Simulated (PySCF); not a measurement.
# UB2PLYP/STO-3G run of N2H3 (hydrazinyl radical)

What is the energy change on altering one bond length of N2H3 (hydrazinyl radical) at UB2PLYP/STO-3G? Input form: a Python script.

Program for the calculation: PySCF 2.14.0.

6 further runs of the same task are left out: 6 set aside as unsound or not needed.

## 1. The structure to begin with

The species is N2H3 (5 atoms), meant as a doublet with charge 0. SMILES: `[NH]N`. The shape is that of a GFN2-xTB optimisation. This is one conformer, not always the lowest.

Bond lengths: N1–N2 1.335 Å, N1–H3 1.020 Å, N2–H4 1.011 Å, N2–H5 1.017 Å. Angles: N1–N2–H4 112.8°, N1–N2–H5 121.7°, N2–N1–H3 109.8°, H4–N2–H5 116.1°.

## 2. A single-point energy at UB2PLYP/STO-3G

calc.py reads:

```python
from pyscf import gto, dft, mp

mol = gto.Mole()
mol.atom = '''
N   -0.174970  -0.805480   0.447260
N   -0.126270   0.251970  -0.365880
H    0.751750  -0.989150   0.831090
H   -1.043070   0.577800  -0.638700
H    0.592550   0.964850  -0.273770
'''
mol.max_memory = 1860
mol.verbose = 3
mol.spin = 1
mol.basis = 'sto-3g'
mol.build()

mf = dft.UKS(mol, xc='0.53*HF + 0.47*B88, 0.73*LYP')
mf.conv_tol = 1e-10
mf.grids.level = 5
mf.kernel()
if not mf.converged:
    mf = mf.newton().run(mf.mo_coeff, mf.mo_occ)

pt = mp.MP2(mf, frozen=2).run()
e_tot = mf.e_tot + 0.27 * pt.e_corr
print('PT2 part  %.8f' % (0.27 * pt.e_corr))
print(f'total energy: {e_tot:.8f} hartree')
```

Run with:

```
$ OMP_NUM_THREADS=1 python calc.py
```

What it wrote:

```text
WARN: HOMO -0.0618407821948067 >= LUMO -0.0618407821948063

converged SCF energy = -109.538819658382  <S^2> = 0.75244947  2S+1 = 2.002448
E(UMP2) = -109.640989099085  E_corr = -0.102169440703069
E(SCS-UMP2) = -109.648304569104  E_corr = -0.109484910721955
PT2 part  -0.02758575
total energy: -109.56640541 hartree
```

Run time: 3.3 s. Hardware: 1 thread of Arm Neoverse V2, shared host; peak memory 0.18 GiB.

## 3. The distorted shape at the same level

run.py reads:

```python
from pyscf import gto, dft, mp

molecule = gto.Mole()
molecule.atom = [
    ('N', (0.558464, -1.066142, 0.665514)),
    ('N', (0.607164, -0.008692, -0.147626)),
    ('H', (1.485184, -1.249812, 1.049344)),
    ('H', (-1.043070, 0.577800, -0.638700)),
    ('H', (1.325984, 0.704188, -0.055516)),
]
molecule.spin = 1
molecule.basis = 'sto-3g'
molecule.verbose = 3
molecule.max_memory = 1860
molecule.build()

mf = dft.UKS(molecule, xc='0.53*HF + 0.47*B88, 0.73*LYP')
mf.conv_tol = 1e-10
mf.grids.level = 5
mf.kernel()
if not mf.converged:
    mf = mf.newton().run(mf.mo_coeff, mf.mo_occ)

pt = mp.MP2(mf, frozen=2).run()
e_final = mf.e_tot + 0.27 * pt.e_corr
print('PT2 part  %.8f' % (0.27 * pt.e_corr))
print(f'total energy: {e_final:.8f} hartree')
```

Run with:

```
$ OMP_NUM_THREADS=1 python run.py
```

What it wrote:

```text
WARN: HOMO -0.0628410124440084 >= LUMO -0.062841012444011

converged SCF energy = -109.396051018405  <S^2> = 1.1211906  2S+1 = 2.341957
E(UMP2) = -109.529812751121  E_corr = -0.133761732716111
E(SCS-UMP2) = -109.535588941215  E_corr = -0.139537922810439
PT2 part  -0.03611567
total energy: -109.43216669 hartree
```

It took 4.2 s on 1 thread of Arm Neoverse V2, shared host; peak memory 0.18 GiB.

## 4. Outcome

Level: UB2PLYP/STO-3G, 2 core orbitals frozen.

| quantity | value |
| --- | --- |
| first shape: total energy | -109.56641 Eh |
| first shape: dipole moment (SCF part) | 2.28 D |
| first shape: HOMO energy (SCF part's orbitals) (highest over α and β) | -4.37 eV |
| first shape: LUMO energy (SCF part's orbitals) (lowest over α and β) | 5.44 eV |
| first shape: ⟨S²⟩ | 0.752 |
| distorted shape: total energy | -109.43217 Eh |
| distorted shape: dipole moment (SCF part) | 2.83 D |
| distorted shape: HOMO energy (SCF part's orbitals) (highest over α and β) | -4.72 eV |
| distorted shape: LUMO energy (SCF part's orbitals) (lowest over α and β) | 3.06 eV |
| distorted shape: ⟨S²⟩ | 1.121 |
| energy change with the N2–H4 bond stretched from 1.011 to 1.819 Å | 3.653 eV |

What this shows: With the N2–H4 bond stretched from 1.011 to 1.819 Å the energy rises by 3.65 eV (84 kcal/mol). The first shape isn't relaxed at this level, so the change isn't measured from a minimum. The minimal basis adds a large error of its own. Mulliken charges (first shape) run from -0.33 on N2 to +0.21 on H4. ⟨S²⟩ (distorted shape) is 1.12 where a pure doublet has 0.75: the reference is spin-contaminated.
